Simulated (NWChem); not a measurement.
Species: AlCl₃; SMILES [Cl][Al]([Cl])[Cl]

Computed with NWChem. Pople sets run with spherical d functions. Level PBE/6-31G*: optimisations from one semi-empirical or force-field start; each run changes one setting, and all end within 0.3 mHa of each other.

| setting | optimisation steps |
|---|---|
| redundant internal coordinates, default thresholds | 3 |
| trust radius 0.05 | 3 |
| tight thresholds | 5 |
| Cartesian coordinates | 3 |
| loose thresholds | 2 |
